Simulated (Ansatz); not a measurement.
**Cohesive energy of some simple (sp) metals**

Method: LDA in Ansatz (PAW). References are measured values corrected to a static lattice or taken at low temperature (these still hold zero-point motion). The table is a random draw of 6 from 14 solids with such references.

Values in eV/atom.

| solid | reference | LDA | error (eV/atom) |
|---|---|---|---|
| bcc Li | 1.67* | 1.80 | +0.13 |
| hcp Mg | 1.51 | 1.77 | +0.26 |
| bcc Na | 1.12* | 1.25 | +0.13 |
| α-phase Ga | 2.81 | 3.44 | +0.63 |
| fcc Al | 3.43* | 4.00 | +0.57 |
| hcp Zn | 1.38* | 1.88 | +0.50 |

Over these 6 solids the mean error is +0.37 eV/atom, the mean absolute error 0.37 eV/atom (median 0.38 eV/atom), and the worst case α-phase Ga at +0.63 eV/atom; the value is too high in 6 of 6 cases. Over all 14, from unrounded values, the mean error is +0.32 eV/atom and the mean absolute error 0.32 eV/atom (median 0.29 eV/atom).

A star marks references brought to a static lattice; the others are low-temperature values that still hold zero-point motion, which matters most for light elements.

Differences are worked out from the printed values.

Free atoms are spin-polarised, in the lowest state found; at levels without +SOC their spin–orbit coupling is left out. Each level is taken at its own relaxed cell. Ansatz's density-functional and Hartree–Fock values are scalar-relativistic unless marked +SOC, with PAW data made under PBE.

Ansatz's runs of these crystals have no spin polarisation.

Not in this set, of the simple (sp) metals with a reference value in our tables and a result at some level: 4 for the spin–orbit terms of free Br, In, Sn, Te, I and atoms past barium, a cut that leaves lighter open-shell atoms' terms in the errors. These can be a level's best or worst cases. Solids without a released value at any level aren't counted. Layered and molecular crystals are counted apart. The metals Ce to Yb are counted apart.

References as tabulated in Kittel's textbook; Mejia-Rodriguez and Trickey (2018), arXiv:1807.09216; Csonka et al. (2009), arXiv:0903.4037; Jana et al. (2018), arXiv:1807.00350.

Ansatz is an electronic-structure program.
